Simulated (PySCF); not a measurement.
**OH, step by step**

Aim: a series of 17 runs (UPBE0-D4/def2-TZVP, UCCSD(T)/def2-SVPD, USVWN5/def2-SVPD, UPBE/def2-SVPD, UBLYP/def2-SVPD, U-revPBE/def2-SVPD, UTPSS/def2-SVPD, U-r2SCAN/def2-SVPD, and more) of HO. Input form: a Python script.

Program for the calculation: PySCF 2.14.0.

## 1. The molecule

OH: 2 atoms, total charge 0, spin state doublet. The shape is cut from that of the parent molecule. The run starts from this shape.

Bond lengths: O1–H2 0.951 Å.

## 2. A geometry optimisation at UPBE0-D4/def2-TZVP (density fitting with def2-universal-jkfit) (run 1)

Input file input.py:

```python
from pyscf import gto, dft
from pyscf.geomopt.geometric_solver import kernel as optimise

mol = gto.Mole()
mol.atom = [
    ('O', (-1.383519, -0.246903, -0.347004)),
    ('H', (-1.453107, -0.601819, -1.227078)),
]
mol.basis = 'def2-tzvp'
mol.verbose = 3
mol.spin = 1
mol.charge = 0
mol.max_memory = 1860
mol.build()

mf = dft.UKS(mol, xc='pbe0')
mf = mf.density_fit(auxbasis='def2-universal-jkfit')
mf.grids.level = 4
mf.conv_tol = 1e-09
mf.disp = 'd4'
mf.max_cycle = 100
converged, mol_eq = optimise(mf, maxsteps=80)
print('converged:', converged)
print(mol_eq.tostring())

mf.reset(mol_eq)
mol = mol_eq
mf.kernel()
e_tot = mf.e_tot
print('E = %.10f Eh' % e_tot)
```

Launch:

```console
$ OMP_NUM_THREADS=1 python input.py
```

The log of the run:

```text
<dir> SyntaxWarning: invalid escape sequence '\W'
  S = {(paw_set(r)[0], bool(re.search(r"spin_orbit\W+true|paw_fr", str((r.get("files") or {}).get("input") or "")) or re.search("(?i)spin.orbit\W+(value\W+)?(true|yes)|value\W+spin-orbit", json.dumps(r.get("inputs"), default=str)))) for r in records}

[... 17 lines left out ...]
> Convergence Criteria:
[... 14 lines left out ...]
WARN: Mole.unit (angstrom) is changed to Bohr
[... 8 lines left out ...]
Step    0 : Gradient = 2.217e-02/2.217e-02 (rms/max) Energy = -75.6851816596
[... 22 lines left out ...]
converged SCF energy = -75.6856237150557  <S^2> = 0.75259936  2S+1 = 2.0025977
[... 23 lines left out ...]
Converged! =D
[... 1 line left out ...]
converged: True
O          -1.38260281       -0.24288894       -0.33701990
H          -1.45384442       -0.60582919       -1.23710290

converged SCF energy = -75.6856236420643  <S^2> = 0.75259976  2S+1 = 2.0025981
E = -75.6856236421 Eh
```

Wall time 8.7 s (1 thread of Intel Xeon Platinum 8375C at 2.90GHz (Ice Lake), shared host); peak memory 0.33 GiB.

The path in brief:

```
step  energy from the first frame kept (eV)  largest force (eV/Å)
   0                                 0.0000                1.1402
   1                                -0.0120                0.0571
   2                                -0.0120                0.0040
   3                                -0.0120                0.0001
```

After the run. Bond lengths: O1–H2 0.973 Å.

## 3. Fragment B of bond 2-1: the energy at UCCSD(T)/def2-SVPD (run 2)

Input file job.py:

```python
from pyscf import gto, cc

system = gto.Mole()
system.atom = 'O -1.382603 -0.242889 -0.337020; H -1.453844 -0.605829 -1.237103'
system.max_memory = 1860
system.spin = 1
system.basis = 'def2-svpd'
system.verbose = 3
system.build()

calc0 = system.UHF()
calc0.conv_tol = 1e-10
calc0.kernel()
if not calc0.converged:
    calc0 = calc0.newton().run(calc0.mo_coeff, calc0.mo_occ)

mycc = cc.CCSD(calc0, frozen=1)
mycc.kernel()
e_t = mycc.ccsd_t()
e_final = mycc.e_tot + e_t
print('E = %.10f Eh' % e_final)
```

Launch:

```console
$ OMP_NUM_THREADS=1 python job.py
```

The log of the run:

```text
<dir> SyntaxWarning: invalid escape sequence '\W'
  S = {(paw_set(r)[0], bool(re.search(r"spin_orbit\W+true|paw_fr", str((r.get("files") or {}).get("input") or "")) or re.search("(?i)spin.orbit\W+(value\W+)?(true|yes)|value\W+spin-orbit", json.dumps(r.get("inputs"), default=str)))) for r in records}

converged SCF energy = -75.3336847736203  <S^2> = 0.75660322  2S+1 = 2.0065924
E(UCCSD) = -75.5070742656273  E_corr = -0.1733894920069492
UCCSD(T) correction = -0.00304429697890777
E = -75.5101185626 Eh
```

It took 1.4 s on 1 thread of Intel Xeon Platinum 8375C at 2.90GHz (Ice Lake), shared host; peak memory 0.15 GiB.

## 4. Fragment B of bond 2-1: a single-point energy at USVWN5/def2-SVPD (run 3)

Input file job.py:

```python
from pyscf import gto, dft

mol = gto.Mole()
mol.atom = [
    ('O', (-1.382603, -0.242889, -0.337020)),
    ('H', (-1.453844, -0.605829, -1.237103)),
]
mol.max_memory = 1860
mol.basis = 'def2-svpd'
mol.spin = 1
mol.verbose = 3
mol.charge = 0
mol.build()

myscf = dft.UKS(mol, xc='svwn')
myscf.grids.level = 5
myscf.conv_tol = 1e-10
myscf.kernel()
if not myscf.converged:
    myscf = myscf.newton().run(myscf.mo_coeff, myscf.mo_occ)

etot = myscf.e_tot
print('E = %.10f Eh' % etot)
```

Launch:

```console
$ OMP_NUM_THREADS=1 python job.py
```

The log of the run:

```text
<dir> SyntaxWarning: invalid escape sequence '\W'
  S = {(paw_set(r)[0], bool(re.search(r"spin_orbit\W+true|paw_fr", str((r.get("files") or {}).get("input") or "")) or re.search("(?i)spin.orbit\W+(value\W+)?(true|yes)|value\W+spin-orbit", json.dumps(r.get("inputs"), default=str)))) for r in records}

WARN: HOMO -0.274580405752586 >= LUMO -0.274130606821552

WARN: HOMO -0.27319348644225 >= LUMO -0.272195823099805

converged SCF energy = -75.1145535185215  <S^2> = 0.7521944  2S+1 = 2.0021932
E = -75.1145535185 Eh
```

It took 1.8 s on 1 thread of Intel Xeon Platinum 8375C at 2.90GHz (Ice Lake), shared host; peak memory 0.15 GiB.

Runs 4 to 16 aren't shown in full; the table further down has their settings and results.

## 5. Fragment B of bond 2-1: the energy at UB2PLYP/def2-SVPD (run 17)

Input file run.py:

```python
from pyscf import gto, dft, mp

mol = gto.M(
    atom='''
O       -1.382603      -0.242889      -0.337020
H       -1.453844      -0.605829      -1.237103
''',
    max_memory=1860,
    verbose=3,
    basis='def2-svpd',
    spin=1,
)

calc0 = dft.UKS(mol)
calc0.xc = '0.53*HF + 0.47*B88, 0.73*LYP'
calc0.grids.level = 5
calc0.conv_tol = 1e-10
calc0.kernel()
if not calc0.converged:
    calc0 = calc0.newton().run(calc0.mo_coeff, calc0.mo_occ)

pt = mp.MP2(calc0, frozen=1).run()
etot = calc0.e_tot + 0.27 * pt.e_corr
print('PT2 part  %.8f' % (0.27 * pt.e_corr))
print('Final energy', etot)
```

Launch:

```console
$ OMP_NUM_THREADS=1 python run.py
```

The log of the run:

```text
<dir> SyntaxWarning: invalid escape sequence '\W'
  S = {(paw_set(r)[0], bool(re.search(r"spin_orbit\W+true|paw_fr", str((r.get("files") or {}).get("input") or "")) or re.search("(?i)spin.orbit\W+(value\W+)?(true|yes)|value\W+spin-orbit", json.dumps(r.get("inputs"), default=str)))) for r in records}

WARN: HOMO -0.408553599723098 >= LUMO -0.408553599723097

converged SCF energy = -75.5675528661029  <S^2> = 0.75371466  2S+1 = 2.0037112
E(UMP2) = -75.7581433545362  E_corr = -0.190590488433325
E(SCS-UMP2) = -75.7557694162503  E_corr = -0.188216550147396
PT2 part  -0.05145943
Final energy -75.61901229797985
```

Run time: 3.3 s. Hardware: 1 thread of Intel Xeon Platinum 8375C at 2.90GHz (Ice Lake), shared host; peak memory 0.2 GiB.

## 6. The series

```
run                                                           level      task  integral approximation  energy (Eh)  dipole moment (D) of the reference  HOMO energy (eV)  LUMO energy (eV)  wall time
  1  UPBE0-D4/def2-TZVP (density fitting with def2-universal-jkfit)  optimise    def2-universal-jkfit   -75.685624                                1.77             -9.09             -4.11      8.7 s
  2                                              UCCSD(T)/def2-SVPD    energy                    none   -75.510119                                1.81            -14.03              1.70      1.4 s
  3                                                USVWN5/def2-SVPD    energy                    none   -75.114554                                1.68             -7.43             -7.33      1.8 s
  4                                                  UPBE/def2-SVPD    energy                    none   -75.598003                                1.62             -7.40             -6.55      2.8 s
  5                                                 UBLYP/def2-SVPD    energy                    none   -75.669607                                1.62             -7.39             -6.62      2.7 s
  6                                              U-revPBE/def2-SVPD    energy                    none   -75.659220                                1.61             -7.36             -6.38      2.7 s
  7                                                 UTPSS/def2-SVPD    energy                    none   -75.687396                                1.63             -7.54             -6.06      4.2 s
  8                                              U-r2SCAN/def2-SVPD    energy                    none   -75.642482                                1.67             -7.77             -5.50      4.2 s
  9                                                UM06-L/def2-SVPD    energy                    none   -75.669892                                1.68             -7.60             -5.43      6.3 s
 10                                                 UPBE0/def2-SVPD    energy                    none   -75.600948                                1.68             -9.27             -4.42      2.7 s
 11                                                UB3LYP/def2-SVPD    energy                    none   -75.682807                                1.68             -9.03             -5.13      2.9 s
 12                                                UBHLYP/def2-SVPD    energy                    none   -75.649617                                1.74            -11.15             -2.62      2.9 s
 13                                               UM06-2X/def2-SVPD    energy                    none   -75.646002                                1.72            -11.06             -2.99      7.2 s
 14                                            UCAM-B3LYP/def2-SVPD    energy                    none   -75.656780                                1.71            -10.90             -3.37      3.3 s
 15                                               U-wB97X/def2-SVPD    energy                    none   -75.659658                                1.70            -11.91             -2.05        3 s
 16                                             U-wB97M-V/def2-SVPD    energy                    none   -75.654219                                1.69            -11.85             -2.21      7.2 s
 17                                               UB2PLYP/def2-SVPD    energy                    none   -75.619012                                1.74            -11.12             -2.05      3.3 s
```

## 7. What came out

| quantity | value |
| --- | --- |
| fragment B of bond 2-1, run 17: total energy | -75.61901 Eh |
| fragment B of bond 2-1, run 17: dipole moment (SCF part) | 1.74 D |
| fragment B of bond 2-1, run 17: HOMO energy (SCF part's orbitals) (highest over α and β) | -11.12 eV |
| fragment B of bond 2-1, run 17: LUMO energy (SCF part's orbitals) (lowest over α and β) | -2.05 eV |
| fragment B of bond 2-1, run 17: ⟨S²⟩ | 0.754 |

Over runs 3, 4, 5, 6, 7, 8, 9, 10, 11, 12, 13, 14, 15, 16, 17 the dipole moment (its size) runs from 1.61 D (U-revPBE/def2-SVPD) to 1.74 D (UBHLYP/def2-SVPD). Totals of different functionals can't be ranked against each other. All runs together took 67 s, the longest 8.7 s.
